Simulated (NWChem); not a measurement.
# NO+ (nitrosonium): M06-2X-D3(0)/6-31G(d) (Cartesian functions)

Aim: the vertical electron affinity of NO+ (nitrosonium) at M06-2X-D3(0)/6-31G* (Cartesian functions), from 2 runs. 

Program for the calculation: NWChem 7.3.0.

5 further runs of the same task are left out: 1 that didn't finish, 4 set aside as unsound or not needed.

## (1) The structure to begin with

The species is NO+ (2 atoms), meant as a singlet with charge +1. SMILES: `N#[O+]`. The bond length is the measured one.

Bond lengths: N1–O2 1.063 Å.

## (2) Energy and forces at M06-2X-D3(0)/6-31G(d) (Cartesian functions)

m1.nw

```
start m1
title "NO M06-2X"
memory stack 880 mb heap 220 mb global 1100 mb
charge 1

geometry noautoz
 N     0.000000    0.000000    0.000000
 O     0.000000    0.000000    1.063220
end

basis "ao basis" cartesian
 * library 6-31G*
end

dft
 xc m06-2x
 disp vdw 3
 grid medium
 print medium
end

task dft gradient
```

Started as:

```bash
$ nwchem m1.nw > m1.out
```

The program printed, cut to the lines that bear on the results:

```text
[...]
 Group name             C4v
[...]
          Wavefunction type:  closed shell.
          No. of atoms     :     2
          No. of electrons :    14
[...]
          Charge           :     1
          Spin multiplicity:     1
[...]
          AO basis - number of functions:    30
[...]
              XC Information
              --------------
                       M06-2X Method XC Functional
                     Hartree-Fock (Exact) Exchange  0.540
                        M06-2X Exchange Functional  1.000
                      M06-2X Correlation Potential  1.000
[...]
 d= 0,ls=0.0,diis     1   -129.3960989280 -1.57D+02  3.20D-02  1.17D+00     0.2
[...]
 d= 0,ls=0.0,diis     6   -129.4870508052 -7.47D-07  9.05D-06  2.70D-07     0.5
         Total DFT energy =     -129.487050805184
      One electron energy =     -224.814702900388
           Coulomb energy =       82.362885583068
    Exchange-Corr. energy =      -14.907100028767
 Nuclear repulsion energy =       27.871866541246
    Dispersion correction =       -0.000000000343
[...]
  wavefunction    = closed shell
[...]
                         DFT ENERGY GRADIENTS
    atom               coordinates                        gradient
                 x          y          z           x          y          z
   1 N       0.000000   0.000000  -1.071570    0.000000   0.000000   0.003219
   2 O       0.000000   0.000000   0.937624    0.000000   0.000000  -0.003219
[...]
```

Run time: 1.4 s. Hardware: 1 thread of AMD EPYC 7R13 (Zen 3), shared host; peak memory 0.11 GiB.

## (3) Doublet neutral NO at the same level

no.sdf

```

     RDKit          3D

  2  1  0  0  0  0  0  0  0  0999 V2000
    0.0000    0.0000    0.0000 N   0  0  0  0  0  1  0  0  0  0  0  0
    0.0000    0.0000    1.0632 O   0  0  0  0  0  1  0  0  0  0  0  0
  2  1  1  0
M  RAD  2   1   3   2   2
M  END
$$$$
```

run.py

```python
from ase.io import read
from ase.calculators.nwchem import NWChem

mol = read('no.sdf')

calc = NWChem(
    label='no',
    theory='dft',
    memory='2200 mb',
    basis='6-31G*',
    dft={'xc': 'm06-2x', 'mult': '2', 'disp': 'vdw 3', 'grid': 'medium', 'iterations': '150'},
)
mol.calc = calc

forces = mol.get_forces()
print("Total energy (eV):", round(mol.get_potential_energy(), 6))
print("forces (eV/A):")
for s, f in zip(mol.symbols, forces):
    print(f"{s:2s} {f[0]:10.5f} {f[1]:10.5f} {f[2]:10.5f}")
```

Started as:

```bash
$ export ASE_NWCHEM_COMMAND="nwchem PREFIX.nwi > PREFIX.nwo"
$ python run.py
```

The program printed:

```text
Total energy (eV): -3532.517577
forces (eV/A):
N    -0.00000   -0.00000  -13.94638
O     0.00000    0.00000   13.94638
```

The calculator wrote no.nwi:

```
title "no"

permanent_dir no

scratch_dir no

start no

geometry units angstrom nocenter noautosym noautoz
  N  0.0000000000000000e+00 0.0000000000000000e+00 0.0000000000000000e+00
  O  0.0000000000000000e+00 0.0000000000000000e+00 1.0631999999999999e+00
end

memory 2200 mb

basis noprint
   * library 6-31G*
end

dft
  xc m06-2x
  mult 2
  disp vdw 3
  grid medium
  iterations 150
end

task dft gradient
```

no.nwo, cut to the lines that bear on the results:

```text
[...]
          Wavefunction type:  spin polarized.
          No. of atoms     :     2
          No. of electrons :    15
[...]
          Charge           :     0
          Spin multiplicity:     2
[...]
          AO basis - number of functions:    30
[...]
              XC Information
              --------------
                       M06-2X Method XC Functional
                     Hartree-Fock (Exact) Exchange  0.540
                        M06-2X Exchange Functional  1.000
                      M06-2X Correlation Potential  1.000
[...]
 d= 0,ls=0.0,diis     1   -129.7899042954 -1.58D+02  9.30D-03  7.61D-02     0.3
[...]
 d= 0,ls=0.0,diis     7   -129.8176276010 -4.91D-07  8.63D-06  5.87D-08     0.9
[...]
         Total DFT energy =     -129.817627600972
      One electron energy =     -231.758912180002
           Coulomb energy =       89.467309595536
    Exchange-Corr. energy =      -15.398415858886
 Nuclear repulsion energy =       27.872390842723
    Dispersion correction =       -0.000000000343
[...]
      <S2> =      0.7522 (Exact =     0.7500)
[...]
  wavefunction    = open shell
                         DFT ENERGY GRADIENTS
    atom               coordinates                        gradient
                 x          y          z           x          y          z
   1 N       0.000000   0.000000   0.000000    0.000000   0.000000   0.271214
   2 O       0.000000   0.000000   2.009157   -0.000000  -0.000000  -0.271214
[...]
```

It took 3.9 s on 1 thread of AMD EPYC 7R13 (Zen 3), shared host; peak memory 0.11 GiB.

## (4) Outcome

Level: M06-2X-D3(0)/6-31G* (Cartesian functions).

| quantity | value |
| --- | --- |
| singlet NO+: total energy | -129.48705 Eh |
| singlet NO+: HOMO energy | -27.34 eV |
| singlet NO+: LUMO energy | -11.54 eV |
| singlet NO+: HOMO–LUMO gap | 15.79 eV |
| singlet NO+: dispersion energy | 0.00 kJ/mol |
| singlet NO+: largest force on an atom | 0.166 eV/Å |
| doublet neutral NO: total energy | -129.81763 Eh |
| doublet neutral NO: dipole moment | 0.30 D |
| doublet neutral NO: HOMO energy (highest over α and β) | -6.59 eV |
| doublet neutral NO: LUMO energy (lowest over α and β) | 0.05 eV |
| doublet neutral NO: dispersion energy | 0.00 kJ/mol |
| doublet neutral NO: ⟨S²⟩ | 0.752 |
| doublet neutral NO: largest force on an atom | 13.946 eV/Å |
| vertical electron affinity (to the doublet neutral) | 8.995 eV |

**Reading.** At fixed nuclei the extra electron is bound by 9.00 eV (207 kcal/mol).
